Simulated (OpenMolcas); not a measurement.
**A ladder of methods for SiNH3 (SMILES N[SiH])**

SiNH3 has 5 atoms, charge 0, and is taken as a singlet. As SMILES, `N[SiH]`. The shape is that of a GFN2-xTB optimisation. This is one conformer, not always the lowest.

```xyz
5

N    -0.2987   -0.4693    0.1229
Si    0.0054    1.1950    0.3897
H     0.1891   -1.0675   -0.5292
H    -1.0095   -0.9776    0.6207
H     1.1137    1.3194   -0.6042
```

Quantity: the energy change with the Si2–H5 bond stretched from 1.494 to 2.988 Å, in eV. The values are calculated.

```
                      level                   kind     program  value (eV)  less FCI/STO-3G  CPU time (all runs)
 M06-2X/STO-3G (restricted)        hybrid meta-GGA  OpenMolcas        5.76            +1.69                9.1 s
   PBE0/STO-3G (restricted)          global hybrid  OpenMolcas        5.38            +1.31                8.7 s
 B2PLYP/STO-3G (restricted)          double hybrid  OpenMolcas        5.13            +1.06                7.4 s
         CASPT2(2,2)/STO-3G         multireference  OpenMolcas        4.00            -0.07                2.9 s
         CASSCF(2,2)/STO-3G         multireference  OpenMolcas        3.87            -0.20                2.9 s
      SC-NEVPT2(2,2)/STO-3G         multireference  OpenMolcas        3.94            -0.13                2.9 s
CCSD(T)/STO-3G (restricted)  coupled cluster or CI  OpenMolcas        4.05            -0.02                3.9 s
   CISD/STO-3G (restricted)  coupled cluster or CI  OpenMolcas        4.80            +0.73                3.1 s
                 FCI/STO-3G     exact in the basis  OpenMolcas        4.07             0.00                 26 s
```

FCI/STO-3G is exact within its basis and frozen core, so for wave-function methods in that basis the difference is their error; functionals converge differently with the basis, so for them it is only a difference. The first shape isn't each level's own minimum. The values span 3.87 to 5.76 eV. All rows use very small basis sets, so even the best lies far from the true value. CPU times are rough (shared hosts, several kinds of processor): they show what a rung costs within a factor of a few.
